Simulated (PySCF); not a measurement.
**Threshold energies of CCl in a plasma**

PBE0 in PySCF with def2-TZVPPD on every atom, for the lowest determinant that a PBE0 search found; no spin–orbit coupling.

| species | state (unpaired electrons) | Re (Å) | ωe (cm⁻¹) | energy of the minimum from the neutral (eV) | De (eV) | dissociates to |
| --- | --- | --- | --- | --- | --- | --- |
| CCl | doublet (π ↑) | 1.643 | 891 | 0.00 | 4.40 | C + Cl |
| CCl⁺ | singlet (closed shell) | 1.535 | 1206 | 9.06 | 6.85 | C⁺ + Cl |
| CCl⁻ | triplet (π ↑↑) | 1.848 | 516 | -1.20 | 2.02 | C + Cl⁻ |

Work out the lowest energy to break CCl into atoms, from its vibrational ground state.

D0 = De − ωe/2 = 4.40 − 0.06 = 4.34 eV (PBE0/def2-TZVPPD).

Work out the ionisation energy of the C atom at this level and the threshold of dissociative ionisation.

IE(C) = 9.06 + 6.85 − 4.40 = 11.51 eV, so C⁺ + Cl + e⁻ appears at D0 + IE(C) = 15.85 eV (PBE0/def2-TZVPPD). The measured IE(C) is 11.26 eV (NIST ASD).

Work out the electron affinity of the Cl atom and the threshold of dissociative attachment.

EA(Cl) = 4.40 − 2.02 − (-1.20) = 3.58 eV, so C + Cl⁻ needs D0 − EA(Cl) = 0.76 eV (PBE0/def2-TZVPPD). The measured EA(Cl) is 3.613 eV.

At which energy does ion-pair formation open?

C⁺ + Cl⁻ lies at D0 + IE(C) − EA(Cl) = 12.27 eV (PBE0/def2-TZVPPD).

These are thermodynamic thresholds; the onsets seen under electron impact lie higher where the geometry changes, and cross-sections peak well above them.

For an ion De counts to the pair picked by the measured ionisation energies or electron affinities, which need not be the lowest pair at this level. The highest Kohn–Sham level is positive in this anion. Much of that is self-interaction error, but it also means that the finite basis helps to hold the extra electron. States were picked by a PBE0 search and need not be the measured ground states.
